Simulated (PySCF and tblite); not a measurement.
The numbers below are computed, except where a source is named.
C5H8, numbered as in [CH2:1]=[CH:2][CH:3]1[CH2:4][CH2:5]1.

Free energies: PBE0-D3(BJ)/pcSseg-1 (IEF-PCM, chloroform) on PBE0-D3(BJ)/def2-SVP structures plus GFN2-xTB thermal terms, symmetry and mirror images included. Conformers within 3 kcal/mol (GFN2-xTB free energy) were kept, 4 at most. GIAO shieldings: PBE0/pcSseg-1 (IEF-PCM, chloroform). Shifts are against TMS (¹H), TMS (¹³C) at the same level; of two unlike H on one atom, a is the less shielded. Codes: tblite and PySCF.

Q: List the conformer-averaged shifts at 298.15 K.

A: ¹H: 5.49 (H1a, 1H), 5.38 (H2, 1H), 5.24 (H1b, 1H), 1.28 (H3, 1H), 0.82 (H4a/H5a, 2H), 0.39 (H4b/H5b, 2H) ppm. ¹³C: 154.4 (C2), 118.9 (C1), 18.5 (C3), 9.3 (C4/C5) ppm.

Q: How do the conformers differ?

A: Torsions listed: C1–C2–C3–C4.
| conformer | shape | weight % |
| --- | --- | --- |
| 1 | -145° | 97.3 |
| 2 | 35° | 2.7 |

| signal | 1 | 2 | average |
| --- | --- | --- | --- |
| H1a | 5.50 | 4.86 | 5.49 |
| H1b | 5.25 | 5.12 | 5.24 |
| H2 | 5.34 | 6.81 | 5.38 |
| H3 | 1.29 | 1.09 | 1.28 |
| H4a/H5a | 0.82 | 1.00 | 0.82 |
| H4b/H5b | 0.39 | 0.53 | 0.39 |
| C1 | 119.0 | 114.2 | 118.9 |
| C2 | 154.5 | 153.5 | 154.4 |
| C3 | 18.7 | 12.3 | 18.5 |
| C4/C5 | 9.1 | 16.5 | 9.3 |

Q: Which signal moves most, for its nucleus, between 200 and 400 K through the change of populations alone?

A: H2: 5.35 ppm at 200 K, 5.36 ppm at 250 K, 5.38 ppm at 298.15 K, 5.41 ppm at 350 K, 5.43 ppm at 400 K.

Shifts are unscaled: against experiment ¹³C can be off by 15 ppm or more and ¹H by 0.8 ppm.
